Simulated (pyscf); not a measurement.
Structures and frequencies: ωB97X-D3(BJ)/def2-SVP in PySCF.

Problem. For the elementary gas-phase step H₂S + SiH₂ [singlet] → :HSi–SH [singlet] + H₂ (singlet surface; H–S, H–Si broken, S–Si, H–H formed), what barrier and reaction energy does ωB97M-D3(BJ)/def2-TZVP give, measured from the separated reactants?

Solution. ΔE‡ = -16.4 kJ/mol, ΔE = -107.9 kJ/mol. Zero-point energy shifts the barrier by +10.3 kJ/mol. It is a four-centre exchange, with an imaginary mode of 1163i cm⁻¹. On the reactant side the descent ends in an adduct with a S–Si contact, 91.7 kJ/mol under the separated species and 63.4 kJ/mol under the saddle at ωB97X-D3(BJ)/def2-TZVP. At ωB97M-D3(BJ) the saddle lies under the separated reactants, which points to a path from their complex (located at ωB97X-D3(BJ) alone). What is counted as formed (S–Si) is already present as a longer contact in the reactant adduct; forming that adduct is a step of its own. At ωB97X-D3(BJ)/def2-TZVP the barrier from the zero used here is -28.3 kJ/mol. :HSi–SH [singlet] lies 38.7 kJ/mol over its isomer H₂Si=S (electronic energy, ωB97M-D3(BJ)/def2-TZVP). This is the saddle that the search found; another between the same sides may lie lower.
